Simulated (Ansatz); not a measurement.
Compare A (`C=C(C)C=O`) with its isomer B (`C#COCC`).

Isolated molecules relaxed with PBE0-D4/def2-TZVP in Ansatz; ΔE leaves out vibrations. CCSD(T)/CBS adds triple-zeta CCSD(T) − MP2 to the extrapolated MP2 energy (def2 sets, frozen cores). DFT in def2-TZVPP. B3LYP here is the variant with VWN-RPA as its local correlation; programs differ in this. One conformer a species, not always the lowest.

A:

Z-matrix (Å, degrees):
```
C
C 1 1.489
H 1 1.090 2 111.4
H 1 1.093 2 110.4 3 121.5
H 1 1.093 2 110.4 3 -121.4
C 2 1.476 1 117.4 3 -179.8
C 2 1.333 1 125.4 3 0.2
O 6 1.204 2 124.2 1 0.0
H 6 1.111 2 114.7 1 180.0
H 7 1.084 2 122.2 1 -0.0
H 7 1.086 2 120.6 1 180.0
```

B:

```xyz
11

C    -0.052    1.449    2.078
C     0.340    1.225    0.966
O     0.774    1.014   -0.230
C     0.712   -0.361   -0.672
C    -0.707   -0.820   -0.877
H    -0.393    1.665    3.061
H     1.279   -0.364   -1.603
H     1.236   -0.978    0.064
H    -1.269   -0.769    0.058
H    -1.211   -0.204   -1.624
H    -0.711   -1.857   -1.221
```

Question: Which is lower in electronic energy at CCSD(T)/CBS, and by how much? (Estimate.)

Answer: Ansatz gave: A, by 182.0 kJ/mol.

Question: Give E(B) − E(A) in kJ/mol with CCSD(T)/def2-TZVPP, B3LYP, HF/def2-TZVPP, B2PLYP, PBE0-D4, CCSD/def2-TZVPP, MP2/def2-TZVPP. (Best estimate.)

Answer: Ansatz gave: CCSD(T)/def2-TZVPP 184.4, B3LYP 184.0, HF/def2-TZVPP 183.1, B2PLYP 182.4, PBE0-D4 187.6, CCSD/def2-TZVPP 182.1, MP2/def2-TZVPP 179.3. None reverses the order clearly.

Largest T1 diagnostic: 0.014.
